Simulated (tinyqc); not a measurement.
RKS/LDA (VWN5) in the sto-3g basis, for H2F+, spin multiplicity 1, step by step. One step of it, computed by the program tinyqc.

Task: Iteration 1: building the Kohn-Sham matrix. J_ij = sum D_kl (ij|kl); F = H + J + V_xc; E = tr D H + tr D J / 2 + E_xc + E_nn.

D at the start, lower triangle:
```
            1F 1s      1F 2s     1F 2px     1F 2py     1F 2pz      2H 1s     3H 1s
1F 1s    2.022255
1F 2s   -0.405531   1.959819
1F 2px  -0.257560   0.321111   1.354653
1F 2py   0.018174   0.162428   0.050830   1.919897
1F 2pz   0.020377   0.390480   0.103753  -0.325602   1.478906
2H 1s   -0.241927  -0.350029  -0.793573  -0.001358   0.381359   0.768027
3H 1s   -0.122324   0.220283  -0.473316  -0.029311  -0.903973  -0.074950  0.889655
```

core Hamiltonian H = T + V (hartree), lower triangle:
```
             1F 1s       1F 2s     1F 2px     1F 2py     1F 2pz      2H 1s      3H 1s
1F 1s   -40.800965
1F 2s    -9.574337  -11.279043
1F 2px    0.000000    0.000000  -8.949741
1F 2py    0.000000    0.000000   0.000000  -8.998027
1F 2pz   -0.008603   -0.107468   0.000000   0.000000  -8.981854
2H 1s    -0.700741   -1.817123   0.000000  -1.033113  -0.861949  -4.183612
3H 1s    -0.700741   -1.817123   0.000000   1.033113  -0.861949  -0.558178  -4.183612
```

Two-electron integrals (ij|kl) in chemists' order, unique and non-zero (hartree):
```
(11|11) 5.403501    (21|11) 0.841920    (21|21) 0.156299    (22|11) 1.268028
(22|21) 0.292344    (22|22) 0.926167    (31|31) 0.027998    (32|31) 0.043169
(32|32) 0.204588    (33|11) 1.264502    (33|21) 0.292403    (33|22) 0.925959
(33|33) 0.997514    (41|41) 0.027998    (42|41) 0.043169    (42|42) 0.204588
(43|43) 0.053770    (44|11) 1.264502    (44|21) 0.292403    (44|22) 0.925959
(44|33) 0.889973    (44|44) 0.997514    (51|51) 0.027998    (52|51) 0.043169
(52|52) 0.204588    (53|53) 0.053770    (54|54) 0.053770    (55|11) 1.264502
(55|21) 0.292403    (55|22) 0.925959    (55|33) 0.889973    (55|44) 0.889973
(55|55) 0.997514    (61|11) 0.061791    (61|21) 0.011384    (61|22) 0.021193
(61|33) 0.021164    (61|41) 0.000337    (61|42) 0.000639    (61|44) 0.021218
(61|51) 0.000275    (61|52) 0.000521    (61|54) 0.000044    (61|55) 0.021200
(61|61) 0.000837    (62|11) 0.178051    (62|21) 0.041694    (62|22) 0.150159
(62|33) 0.147917    (62|41) 0.002156    (62|42) 0.017908    (62|44) 0.151865
(62|51) 0.001758    (62|52) 0.014604    (62|54) 0.003220    (62|55) 0.150543
(62|61) 0.003082    (62|62) 0.031690    (63|31) 0.004098    (63|32) 0.025323
(63|43) 0.003633    (63|53) 0.002963    (63|63) 0.004438    (64|11) 0.101039
(64|21) 0.023943    (64|22) 0.092461    (64|33) 0.088729    (64|41) 0.005156
(64|42) 0.035511    (64|44) 0.098292    (64|51) 0.000863    (64|52) 0.008308
(64|54) 0.004835    (64|55) 0.090257    (64|61) 0.001830    (64|62) 0.024071
(64|64) 0.022636    (65|11) 0.082399    (65|21) 0.019526    (65|22) 0.075403
(65|33) 0.072360    (65|41) 0.000863    (65|42) 0.008308    (65|44) 0.074233
(65|51) 0.004801    (65|52) 0.032099    (65|54) 0.005160    (65|55) 0.079531
(65|61) 0.001493    (65|62) 0.019630    (65|64) 0.014841    (65|65) 0.016541
(66|11) 0.385111    (66|21) 0.091601    (66|22) 0.381460    (66|33) 0.370921
(66|41) 0.005001    (66|42) 0.059737    (66|44) 0.389760    (66|51) 0.004079
(66|52) 0.048716    (66|54) 0.015363    (66|55) 0.383450    (66|61) 0.006786
(66|62) 0.110714    (66|64) 0.098785    (66|65) 0.080561    (66|66) 0.774606
(71|11) 0.061791    (71|21) 0.011384    (71|22) 0.021193    (71|33) 0.021164
(71|41) -0.000337   (71|42) -0.000639   (71|44) 0.021218    (71|51) 0.000275
(71|52) 0.000521    (71|54) -0.000044   (71|55) 0.021200    (71|61) 0.000828
(71|62) 0.003012    (71|64) 0.001668    (71|65) 0.001461    (71|66) 0.006617
(71|71) 0.000837    (72|11) 0.178051    (72|21) 0.041694    (72|22) 0.150159
(72|33) 0.147917    (72|41) -0.002156   (72|42) -0.017908   (72|44) 0.151865
(72|51) 0.001758    (72|52) 0.014604    (72|54) -0.003220   (72|55) 0.150543
(72|61) 0.003012    (72|62) 0.025550    (72|64) 0.013514    (72|65) 0.015347
(72|66) 0.071976    (72|71) 0.003082    (72|72) 0.031690    (73|31) 0.004098
(73|32) 0.025323    (73|43) -0.003633   (73|53) 0.002963    (73|63) 0.003449
(73|73) 0.004438    (74|11) -0.101039   (74|21) -0.023943   (74|22) -0.092461
(74|33) -0.088729   (74|41) 0.005156    (74|42) 0.035511    (74|44) -0.098292
(74|51) -0.000863   (74|52) -0.008308   (74|54) 0.004835    (74|55) -0.090257
(74|61) -0.001668   (74|62) -0.013514   (74|64) -0.003938   (74|65) -0.008005
(74|66) -0.036710   (74|71) -0.001830   (74|72) -0.024071   (74|74) 0.022636
(75|11) 0.082399    (75|21) 0.019526    (75|22) 0.075403    (75|33) 0.072360
(75|41) -0.000863   (75|42) -0.008308   (75|44) 0.074233    (75|51) 0.004801
(75|52) 0.032099    (75|54) -0.005160   (75|55) 0.079531    (75|61) 0.001461
(75|62) 0.015347    (75|64) 0.008005    (75|65) 0.012565    (75|66) 0.047507
(75|71) 0.001493    (75|72) 0.019630    (75|74) -0.014841   (75|75) 0.016541
(76|11) 0.049143    (76|21) 0.011647    (76|22) 0.046761    (76|33) 0.045808
(76|44) 0.046488    (76|51) 0.000720    (76|52) 0.007655    (76|55) 0.047941
(76|61) 0.000854    (76|62) 0.010478    (76|64) 0.007091    (76|65) 0.007495
(76|66) 0.044834    (76|71) 0.000854    (76|72) 0.010478    (76|74) -0.007091
(76|75) 0.007495    (76|76) 0.004923    (77|11) 0.385111    (77|21) 0.091601
(77|22) 0.381460    (77|33) 0.370921    (77|41) -0.005001   (77|42) -0.059737
(77|44) 0.389760    (77|51) 0.004079    (77|52) 0.048716    (77|54) -0.015363
(77|55) 0.383450    (77|61) 0.006617    (77|62) 0.071976    (77|64) 0.036710
(77|65) 0.047507    (77|66) 0.249770    (77|71) 0.006786    (77|72) 0.110714
(77|74) -0.098785   (77|75) 0.080561    (77|76) 0.044834    (77|77) 0.774606
```

nuclear repulsion = 7.23397833 hartree

V_xc (hartree), lower triangle:
```
            1F 1s      1F 2s     1F 2px     1F 2py     1F 2pz      2H 1s      3H 1s
1F 1s   -3.250745
1F 2s   -0.471108  -0.890684
1F 2px   0.001989  -0.010051  -0.873327
1F 2py  -0.002877  -0.012328  -0.001349  -0.905995
1F 2pz  -0.006091  -0.029749  -0.001586   0.012766  -0.876506
2H 1s   -0.034893  -0.133686  -0.000225  -0.082097  -0.068332  -0.402471
3H 1s   -0.034832  -0.132847  -0.000347   0.080300  -0.068559  -0.037776  -0.409858
```

E_xc = sum of w rho eps_xc = -9.66649180 hartree

Give: Coulomb J; Kohn-Sham matrix F; total energy of this density.

Result:

Coulomb J (hartree), lower triangle:
```
          1F 1s   1F 2s  1F 2px   1F 2py  1F 2pz   2H 1s   3H 1s
1F 1s   19.1996
1F 2s    3.6506  9.0411
1F 2px   0.0029  0.0450  8.9944
1F 2py   0.0138  0.0594  0.0031   9.0838
1F 2pz   0.0359  0.2039  0.0037  -0.0276  9.0201
2H 1s    0.2667  1.4727  0.0048   0.9159  0.7666  4.0549
3H 1s    0.2664  1.4664  0.0047  -0.9019  0.7670  0.4726  4.0626
```

Kohn-Sham matrix F (hartree), lower triangle:
```
           1F 1s    1F 2s   1F 2px   1F 2py   1F 2pz    2H 1s    3H 1s
1F 1s   -24.8521
1F 2s    -6.3949  -3.1287
1F 2px    0.0049   0.0349  -0.8287
1F 2py    0.0109   0.0470   0.0018  -0.8202
1F 2pz    0.0212   0.0667   0.0021  -0.0148  -0.8383
2H 1s    -0.4689  -0.4781   0.0046  -0.1993  -0.1636  -0.5312
3H 1s    -0.4692  -0.4835   0.0044   0.2115  -0.1635  -0.1234  -0.5309
```

total energy of this density = -96.029755 hartree
